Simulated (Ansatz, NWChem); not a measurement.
## Heat of formation of C4H8 (isobutene) from total energies

C4H8: 12 atoms, total charge 0, spin state singlet. SMILES: `C=C(C)C`. The shape is that of a PBE0-D4/def2-TZVP optimisation.

```xyz
12

C    -0.5741    1.4115   -0.2509
C    -0.0801    0.1967   -0.0350
C     0.0530   -0.3758    1.3404
C     0.3791   -0.6861   -1.1516
H    -0.6655    1.8151   -1.2534
H    -0.9041    2.0418    0.5677
H    -0.5167   -1.3069    1.4303
H    -0.2992    0.3183    2.1043
H     1.0966   -0.6277    1.5569
H    -0.1783   -1.6289   -1.1558
H     0.2543   -0.2082   -2.1239
H     1.4350   -0.9499   -1.0291
```

Total energies at CCSD(T)/6-31G* (spherical functions), 4 core orbitals frozen (NWChem 7.3.0); the atoms run unrestricted:

| species | state | energy (Eh) |
| --- | --- | --- |
| C4H8 | singlet | -156.689046 |
| C | triplet | -37.751275 |
| H | doublet | -0.498233 |

Harmonic wavenumbers at B3LYP/6-31G*, in cm⁻¹: 178, 214, 379, 437, 438, 710, 820, 921, 974, 995, 1036, 1099, 1122, 1310, 1439, 1442, 1470, 1501, 1515, 1518, 1532, 1743, 3025, 3031, 3070, 3074, 3124, 3126, 3156, 3232.

Measured heats of formation of the gaseous atoms at 298.15 K, in kJ/mol: C 716.9, H 218.0. Spin-orbit lowering of the atoms at 298 K (mean of the ground term's levels less their thermal mean, from spectra), in kJ/mol: C 0.02. Take 1 Eh = 2625.50 kJ/mol, 1 cm⁻¹ = 0.0119627 kJ/mol, RT = 2.479 kJ/mol.

Question: Work out the heat of formation of the gas at 298 K.

Answer: 
1. Electronic atomisation energy: 4 × (-37.751275) + 8 × (-0.498233) − (-156.689046) = 1.698082 Eh = 4458.3 kJ/mol.
2. Zero-point energy: half the sum of the wavenumbers, 23815.5 cm⁻¹ = 284.9 kJ/mol.
3. Thermal vibrational enthalpy, Σ hcν̃/(exp(hcν̃/kT) − 1): 6.4 kJ/mol. Translation, rotation and pV of a non-linear molecule: 4 RT = 9.9 kJ/mol.
4. The 12 free atoms carry 5/2 RT each: 74.4 kJ/mol.
5. Spin-orbit coupling lowers the free atoms by 4 × 0.02 = 0.1 kJ/mol.
6. Atomisation enthalpy at 298 K: 4458.3 − 0.1 − 284.9 − 6.4 − 9.9 + 74.4 = 4231.4 kJ/mol.
7. Sum of the atoms' heats of formation: 4611.6 kJ/mol. Heat of formation: 4611.6 − 4231.4 = +380.2 kJ/mol.

The tabulated value is -17.6 kJ/mol (Active Thermochemical Tables), so this level is off by +397.8 kJ/mol, or 8.6 % of the atomisation enthalpy that the table implies (4629.1 kJ/mol). Coupled cluster needs large bases for atomisation: in a finite one the molecule is underbound. A double-zeta basis underbinds. Anharmonicity and any spin-orbit splitting of the molecule are left out, and cores are frozen in the wave-function part.
